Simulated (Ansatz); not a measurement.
Program: Ansatz. Geometries: PBE0-D4/def2-TZVP. ΔE: electronic, gas phase. CCSD(T)/CBS is extrapolated from def2-TZVPP and def2-QZVPP, frozen cores. DFT in def2-TZVPP. B3LYP here is the variant with VWN-RPA as its local correlation; programs differ in this. Each species was taken in one conformer, which may not be the lowest.

Reaction (hydrogenolysis of the Si–S bond): `N[Si]S` + H₂ → `N[SiH]` + H₂S

CCSD(T)/CBS gives +89.2 kJ/mol.

Task: Another level gave +79.2 kJ/mol. Which?
A. r2SCANh/def2-TZVPP
B. revPBE/def2-TZVPP
C. B3LYP/def2-TZVPP
D. B2PLYP/def2-TZVPP

Result: C. B3LYP 79.2, r2SCANh 94.5, revPBE 88.0, B2PLYP 83.8 kJ/mol.

Largest T1 diagnostic among the species: 0.015.

At CCSD(T), def2-SVP lies −24.4 kJ/mol from the extrapolated value and def2-TZVPP −8.4 kJ/mol. In def2-TZVPP, CCSD(T) changes the Hartree–Fock value by +18.4 kJ/mol (the triples alone add +6.2 kJ/mol) and MP2 by +31.0 kJ/mol.
